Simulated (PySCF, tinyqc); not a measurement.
Worked calculation (part 2 of 2): RKS/B3LYP (VWN-RPA form) in the sto-3g basis, for CH2, spin multiplicity 1. The lowest restricted solution is unstable here: a spin-polarised one lies 0.0190 hartree lower (PySCF). Computed by tinyqc, a small Python program that keeps every step (integrals from PySCF). Command: `OMP_NUM_THREADS=1 python tinyqc.py 25830 25831 out.jsonl` (the two numbers bound the seeds that draw the settings). One thread of a shared host (Intel(R) Xeon(R) Processor @ 2.60GHz), about 0.9 s of CPU time with the checks.

Geometry (angstrom):
```
atom,x,y,z
C,0.00000,0.00000,0.00000
H,0.00000,1.14700,0.67300
H,0.00000,-1.14700,0.67300
```

## Iteration 33 (converged): orbitals

converged F (hartree):
```
,1C 1s,1C 2s,1C 2px,1C 2py,1C 2pz,2H 1s,3H 1s
1C 1s,-9.96684,-2.72275,0.00000,0.00000,-0.01813,-0.40043,-0.40043
1C 2s,-2.72275,-1.19043,0.00000,0.00000,-0.08174,-0.38755,-0.38755
1C 2px,0.00000,0.00000,-0.00977,0.00000,0.00000,0.00000,0.00000
1C 2py,0.00000,0.00000,0.00000,-0.12248,0.00000,-0.21741,0.21741
1C 2pz,-0.01813,-0.08174,0.00000,0.00000,-0.08866,-0.14703,-0.14703
2H 1s,-0.40043,-0.38755,0.00000,-0.21741,-0.14703,-0.25213,-0.08097
3H 1s,-0.40043,-0.38755,0.00000,0.21741,-0.14703,-0.08097,-0.25213
```

X:
```
,1C 1s,1C 2s,1C 2px,1C 2py,1C 2pz,2H 1s,3H 1s
1C 1s,1.02622,-0.14419,0.00000,0.00000,-0.00764,0.02158,0.02158
1C 2s,-0.14419,1.15353,0.00000,0.00000,0.06628,-0.22298,-0.22298
1C 2px,0.00000,0.00000,1.00000,0.00000,0.00000,0.00000,0.00000
1C 2py,0.00000,0.00000,0.00000,1.10186,0.00000,-0.20212,0.20212
1C 2pz,-0.00764,0.06628,0.00000,0.00000,1.03398,-0.11478,-0.11478
2H 1s,0.02158,-0.22298,0.00000,-0.20212,-0.11478,1.13086,-0.01580
3H 1s,0.02158,-0.22298,0.00000,0.20212,-0.11478,-0.01580,1.13086
```

Diagonalise F' = X^T F X, C = X C', fill 4 alpha and 4 beta electrons from the bottom; D = 2 C_occ C_occ^T. Each column has its largest component positive (the first on a tie).

F' = X^T F X (hartree):
```
,1,2,3,4,5,6,7
1,-9.74601,-1.46278,0.00000,0.00000,-0.02958,-0.02548,-0.02548
2,-1.46278,-0.57524,0.00000,0.00000,-0.00074,-0.21009,-0.21009
3,0.00000,0.00000,-0.00977,0.00000,0.00000,0.00000,0.00000
4,0.00000,0.00000,0.00000,0.03099,0.00000,-0.22551,0.22551
5,-0.02958,-0.00074,0.00000,0.00000,-0.03735,-0.13357,-0.13357
6,-0.02548,-0.21009,0.00000,-0.22551,-0.13357,-0.05564,-0.02214
7,-0.02548,-0.21009,0.00000,0.22551,-0.13357,-0.02214,-0.05564
```

orbital energies (hartree): MO1 -9.97445, MO2 -0.55077, MO3 -0.32180, MO4 -0.12583, MO5 -0.00977, MO6 0.21467, MO7 0.31930

coefficients C:
```
,MO1,MO2,MO3,MO4,MO5,MO6,MO7
1C 1s,0.99195,-0.22967,0.00000,0.13930,0.00000,0.13706,0.00000
1C 2s,0.03280,0.76303,0.00000,-0.60326,0.00000,-0.71278,0.00000
1C 2px,0.00000,0.00000,0.00000,0.00000,1.00000,0.00000,0.00000
1C 2py,0.00000,0.00000,0.52686,0.00000,0.00000,0.00000,1.00907
1C 2pz,0.00453,0.17030,0.00000,0.74152,0.00000,-0.72183,0.00000
2H 1s,-0.00685,0.24472,0.46594,0.30223,0.00000,0.73059,-0.69367
3H 1s,-0.00685,0.24472,-0.46594,0.30223,0.00000,0.73059,0.69367
```

D after iteration 33:
```
,1C 1s,1C 2s,1C 2px,1C 2py,1C 2pz,2H 1s,3H 1s
1C 1s,2.11224,-0.45349,0.00000,0.00000,0.13735,-0.04180,-0.04180
1C 2s,-0.45349,1.89442,0.00000,0.00000,-0.63447,0.00837,0.00837
1C 2px,0.00000,0.00000,0.00000,0.00000,0.00000,0.00000,0.00000
1C 2py,0.00000,0.00000,0.00000,0.55516,0.00000,0.49097,-0.49097
1C 2pz,0.13735,-0.63447,0.00000,0.00000,1.15774,0.53150,0.53150
2H 1s,-0.04180,0.00837,0.00000,0.49097,0.53150,0.73675,-0.13164
3H 1s,-0.04180,0.00837,0.00000,-0.49097,0.53150,-0.13164,0.73675
```

## Convergence

Stop when the energy changes by less than 1e-10 hartree and every element of the error matrix X^T (F D S - S D F) X is below 3e-06.

Course of the cycle:
```
iteration,E (hartree),change,largest element of the error matrix
1,-38.4802085,-,5.30e-01
2,-38.5579046,-7.77e-02,8.87e-02
3,-38.5720204,-1.41e-02,3.14e-02
4,-38.5733752,-1.35e-03,1.34e-02
5,-38.5735940,-2.19e-04,7.06e-03
6,-38.5736694,-7.54e-05,4.40e-03
7,-38.5737070,-3.76e-05,3.02e-03
8,-38.5737277,-2.07e-05,2.18e-03
9,-38.5737394,-1.17e-05,1.64e-03
10,-38.5737461,-6.74e-06,1.29e-03
11,-38.5737500,-3.90e-06,1.01e-03
12,-38.5737523,-2.27e-06,7.83e-04
13,-38.5737536,-1.32e-06,6.06e-04
14,-38.5737544,-7.72e-07,4.68e-04
...,...,...,...
20,-38.5737555,-3.10e-08,9.63e-05
21,-38.5737555,-1.82e-08,7.38e-05
22,-38.5737555,-1.06e-08,5.65e-05
23,-38.5737555,-6.23e-09,4.33e-05
24,-38.5737555,-3.65e-09,3.31e-05
25,-38.5737555,-2.14e-09,2.54e-05
26,-38.5737555,-1.25e-09,1.94e-05
27,-38.5737555,-7.34e-10,1.49e-05
28,-38.5737555,-4.30e-10,1.14e-05
29,-38.5737555,-2.52e-10,8.72e-06
30,-38.5737555,-1.47e-10,6.67e-06
31,-38.5737555,-8.63e-11,5.11e-06
32,-38.5737555,-5.06e-11,3.91e-06
33,-38.5737555,-2.96e-11,2.99e-06
```

PySCF RKS in the same basis, fine grid = -38.5734891 hartree

Converged in 33 iterations. The coarse grid moves the energy by -2.66e-04 hartree.

## Populations, bond orders and dipole

overlap S:
```
,1C 1s,1C 2s,1C 2px,1C 2py,1C 2pz,2H 1s,3H 1s
1C 1s,1.00000,0.24836,0.00000,0.00000,0.00000,0.03581,0.03581
1C 2s,0.24836,1.00000,0.00000,0.00000,0.00000,0.36267,0.36267
1C 2px,0.00000,0.00000,1.00000,0.00000,0.00000,0.00000,0.00000
1C 2py,0.00000,0.00000,0.00000,1.00000,0.00000,0.32543,-0.32543
1C 2pz,0.00000,0.00000,0.00000,0.00000,1.00000,0.19094,0.19094
2H 1s,0.03581,0.36267,0.00000,0.32543,0.19094,1.00000,0.07214
3H 1s,0.03581,0.36267,0.00000,-0.32543,0.19094,0.07214,1.00000
```

Mulliken: Z minus the diagonal of D S on the atom; Loewdin: the same with S^(1/2) D S^(1/2); Mayer order: 2 sum_s sum (D(s) S)_ij (D(s) S)_ji over the two atoms.

Charges (e):
```
atom,Mulliken,Loewdin
1C,-0.01990,0.01385
2H,0.00995,-0.00693
3H,0.00995,-0.00693
```

Mayer bond orders:
```
pair,order
2-1,0.98161
3-1,0.98161
3-2,0.01829
```

dipole moment about the origin, x y z (debye): 0.00000  0.00000  1.29886
